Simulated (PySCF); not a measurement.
## Si: electron affinity

Si- [Ne] 3s2 3p3 (4S) → Si [Ne] 3s2 3p2 (3P), as a difference of total energies. Computed with PySCF 2.14 in aug-cc-pVQZ-DK (7s6p4d3f2g, 84 functions), with the spin-free X2C one-electron Hamiltonian (Gaussian nucleus). Correlated levels: valence: [Ne] frozen. The calculations carry no spin-orbit coupling.

```csv
method,electron affinity (eV),plus first-order spin-orbit estimate,error of that sum (eV)
UHF,0.842,0.825,-0.565
MP2 (valence),1.400,1.384,-0.006
SCS-MP2 (valence),1.217,1.201,-0.189
CCSD (valence),1.331,1.315,-0.075
CCSD(T) (valence),1.397,1.381,-0.009
```

Reference: 1.390 eV (measured; photodetachment measurements, as compiled on the Wikipedia data page of electron affinities).

A first-order spin-orbit estimate (lowest level to lowest level, LS coupling) adds -0.016 eV.

Errors of the correlated levels include the incompleteness of this basis and the frozen core.
